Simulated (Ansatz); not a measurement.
**C2HNa: how energies converge with the basis set**

How large a basis does C2HNa need? Two functionals are run in growing sets.

Method: one geometry, several basis sets; program: Ansatz 0.2.0, Gaussian basis.

The runs, in order: PBE0-D4/def2-SVP; ωB97M-V/def2-SVP; PBE0-D4/def2-QZVPP; ωB97M-V/def2-QZVPP; the functionals' def2-TZVPP values are taken from earlier runs.

## Step 1: Structure used throughout

An earlier PBE0-D4 in a triple-zeta def2 set relaxation fixed the geometry.

SMILES `C#[C][Na]`, 4 atoms, charge 0, spin multiplicity 1.

Atoms are counted from 1 here; the program's logs count them from 0.

Bond lengths: C1–C2 1.222 Å, C1–H4 1.067 Å, C2–Na3 2.213 Å. Angles: C2–C1–H4 180.0°, C1–C2–Na3 180.0°.

## Step 2: PBE0-D4 in def2-SVP

in.yaml reads:

```yaml
crystal:
  periodic: [false, false, false]
  atoms:
    - {symbol: C, position_ang: [-0.068551, 0.869525, -0.131389]}
    - {symbol: C, position_ang: [0.043936, -0.335154, 0.040355]}
    - {symbol: Na, position_ang: [0.247430, -2.516572, 0.351648]}
    - {symbol: H, position_ang: [-0.167315, 1.921801, -0.281012]}
basis:
  gaussian: {orbitals: def2-SVP}
hamiltonian: {xc: pbe0, dispersion: d4}
output: {orbitals: {seedname: orbitals}}
```

Started as:

```console
> ansatz run in.yaml --threads 2 --pin off --events-out ev --progress --plain --max-ram 32768MiB --backend cpu
```

The runs that follow: ωB97M-V in def2-SVP; PBE0-D4 in def2-QZVPP; ωB97M-V in def2-QZVPP.

Q: Predict the results of all the runs planned. Wanted: PBE0-D4: double and triple zeta above quadruple; ωB97M-V: double and triple zeta above quadruple.

As calculated:

```
                                       quantity          value
PBE0-D4: double and triple zeta above quadruple  4.35, 0.30 eV
ωB97M-V: double and triple zeta above quadruple  4.43, 0.28 eV
```

In words: For PBE0-D4 the step from double to triple zeta gains 4.04 eV and the next only 0.30 eV. These are total energies; as a rule much of such shifts cancels in differences, which this series doesn't test.
